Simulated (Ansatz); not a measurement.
A calculation on SnS (Pnma, No. 62) returned cohesive energy 3.45 eV/atom, band gap 1.38 eV.

Which level of theory produced these numbers?
A. PBE (Ansatz, a quantum-chemistry and plane-wave program)
B. PBE-D3(BJ) (Ansatz)
C. PBEsol (Ansatz)
D. HSE06 (Ansatz)

D, HSE06 (Ansatz)

The others give: PBE-D3(BJ) 3.91 eV/atom, 0.65 eV; PBE 3.57 eV/atom, 0.93 eV; PBEsol 3.96 eV/atom, 0.56 eV.

Unless a cell is named, each level is at its own relaxed cell (HSE06 25.31, PBE 25.65, PBE-D3(BJ) 23.75, PBEsol 23.40 Å³/atom).

Spin–orbit coupling is included only where a level's name says +SOC; with heavier elements it mostly lowers gaps and can invert bands. Density-functional gaps are differences of (generalised) Kohn–Sham levels.

Caveats: for a layered or molecular solid the relaxed cell lies over 5 % above the published volume, where the minimum can be shallow (PBE); the cell comes from a level without a dispersion term, which matters for the spacing of layers, chains or molecules (PBE, PBEsol, HSE06); the relaxation could not lower the start's symmetry, so the cell can be a saddle point above a distorted one (PBE-D3(BJ), PBE, PBEsol, HSE06). Ansatz's density-functional and Hartree–Fock values are scalar-relativistic unless marked +SOC, with PAW data made under PBE.
